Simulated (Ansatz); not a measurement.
# Scan of [GeH₃···H···H], doublet

Starting geometry:

```xyz
6

Ge   -0.0337    0.0000    0.0000
H    -0.5451    1.4466    0.0000
H    -0.5451   -0.7233    1.2528
H    -0.5451   -0.7233   -1.2528
H     1.5007    0.0000    0.0000
H     2.5613    0.0000    0.0000
```

From there atom H5 is moved from one fragment to the other while all else, the fragments' distance too, stays fixed; atoms are numbered as listed. Energies are in kJ/mol, counted from the starting geometry at the same level.

Basis cc-pVDZ; Ansatz 0.2.0. Only valence electrons are correlated (noble-gas cores and the filled d shells of p-block atoms frozen). R marks a restricted (for open shells ROHF) determinant, U an unrestricted one. Active spaces: valence = (9e, 9o) chosen from the atoms' valence shells. No spin–orbit coupling is included, and no scalar relativity.

For open shells CISD is restricted-active-space CI with the open shells as a complete middle space. Runs in a small pair space aren't shown, since their orbitals change along the scan.

Full CI isn't at hand for all of this; UCCSDT(Q) serves as the reference, and is uncertain by the last step of the cluster series or more. The frozen core follows each run's orbitals, which can shift R against U totals by a few meV for light atoms and by up to 0.1 eV past Ca.

| distance Ge1-H5 (Å) | UCCSDT(Q) | error UMP2 | error CISD | error RCCSD | error RCCSD(T) | error UCCSDT | error NEVPT4(SD) (valence space) |
| --- | --- | --- | --- | --- | --- | --- | --- |
| 1.427 | 23.3 | -3.5 | -2.5 | -0.7 | -0.2 | 0.0 | 0.1 |
| 1.534 | 0.0 | 0.0 | 0.0 | 0.0 | 0.0 | 0.0 | 0.0 |
| 1.579 | -6.8 | 1.4 | 0.9 | 0.2 | 0.1 | 0.0 | 0.0 |
| 1.625 | -13.3 | 2.6 | 1.5 | 0.4 | 0.1 | 0.0 | -0.1 |
| 1.670 | -19.6 | 3.2 | 1.7 | 0.4 | 0.1 | 0.0 | 0.0 |
| 1.715 | -25.5 | 3.4 | 1.7 | 0.3 | 0.1 | 0.0 | 0.0 |
| 1.760 | -30.5 | 3.0 | 1.4 | 0.1 | 0.1 | 0.0 | 0.0 |
| 1.805 | -33.5 | 2.3 | 0.8 | -0.1 | 0.1 | 0.0 | 0.1 |
| 1.850 | -32.7 | 1.4 | 0.1 | -0.3 | 0.1 | 0.0 | 0.2 |

Errors are those of relative energies. In total energy the starting point itself misses UCCSDT(Q) by: UMP2 96.0, CISD 32.5, RCCSD 9.7, RCCSD(T) 2.1, UCCSDT 0.2, NEVPT4(SD) (valence space) 11.1 kJ/mol.

Spread of the error over the points with a reference, to 1.850 Å (largest less smallest): UCCSDT 0.0, NEVPT4(SD) (valence space) 0.2, RCCSD(T) 0.3, RCCSD 1.0, CISD 4.2, UMP2 6.8 kJ/mol.
